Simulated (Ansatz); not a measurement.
# SiO: vertical ionisation energy

One table from this session's results is given with a row withheld; the runs are named, their logs left out.

Computed with Ansatz 0.2.0, Gaussian basis. Level: unrestricted cation, the program's frozen cores in correlated methods.

Plan: UKS PBE-D4/def2-TZVPP; UKS r2SCAN-D4/def2-TZVPP; UKS PBE0-D4/def2-TZVPP; UKS B3LYP-D4/def2-TZVPP; UKS wB97X-V/def2-TZVPP; UKS wB97M-V/def2-TZVPP; UKS B2PLYP/def2-TZVPP; UHF-CCSD(T)/def2-TZVPP; UHF-CCSD(T)/def2-QZVPP; extrapolation to the limit; then −ε(HOMO) from the neutral's earlier runs with LDA (SPW92), PBE-D4, revPBE-D4, BLYP-D4, r2SCAN-D4, B97M-V, PBE0-D4, B3LYP-D4, r2SCANh-D4, r2SCAN0-D4, HSE06-D4, BHLYP-D4, CAM-B3LYP-D4, LC-ωPBE, ωB97X-V, ωB97M-V.

## The geometry

An earlier PBE0-D4 in a triple-zeta def2 set relaxation fixed the geometry.

2 atoms, charge 0, spin multiplicity 1.

Atoms are counted from 1 here; the program's logs count them from 0.

Bond lengths: O1–Si2 1.509 Å.

The first run:

File in.yaml:

```yaml
crystal:
  periodic: [false, false, false]
  atoms:
    - {symbol: O, position_ang: [0.644100, -0.211040, 0.331100]}
    - {symbol: Si, position_ang: [-0.644100, 0.211040, -0.331100]}
basis:
  gaussian: {orbitals: def2-TZVPP}
total_charge: 1
magnetization: {spin_polarized: true, initial_magnetization: 1}
hamiltonian: {xc: pbe, dispersion: d4}
```

Command:

```bash
$ ansatz run in.yaml --threads 2 --pin off --events-out ev --progress --plain --max-ram 20480MiB --backend cpu
```

Among the steps run: Cation, UKS PBE-D4/def2-TZVPP; Cation, UKS r2SCAN-D4/def2-TZVPP; Cation, UKS PBE0-D4/def2-TZVPP; Cation, UKS B3LYP-D4/def2-TZVPP; Cation, UKS wB97X-V/def2-TZVPP; Cation, UKS wB97M-V/def2-TZVPP; Cation, UKS B2PLYP (frozen core)/def2-TZVPP; Cation, UHF-CCSD(T)/def2-TZVPP; Cation, UHF-CCSD(T)/def2-QZVPP.

One of the session's tables, all rows but one given; the rest of the session is left out.

For comparison, −ε(HOMO) of the neutral from earlier runs:

| functional | −ε(HOMO) (eV) |
| --- | --- |
| LDA (SPW92) | 7.54 |
| PBE-D4 | 7.40 |
| revPBE-D4 | 7.35 |
| BLYP-D4 | 7.28 |
| r2SCAN-D4 | 7.70 |
| B97M-V | 7.76 |
| PBE0-D4 | ? |
| B3LYP-D4 | 8.55 |
| r2SCANh-D4 | 8.21 |
| r2SCAN0-D4 | 8.97 |
| HSE06-D4 | 8.37 |
| BHLYP-D4 | 10.02 |
| CAM-B3LYP-D4 | 10.18 |
| LC-ωPBE | 11.51 |
| ωB97X-V | 11.17 |
| ωB97M-V | 11.01 |

**Question.** Estimate the row for PBE0-D4.

**Answer.** −ε(HOMO) (eV): 8.78. In the column «−ε(HOMO) (eV)» it lies between B3LYP-D4 (8.55) and r2SCAN0-D4 (8.97).
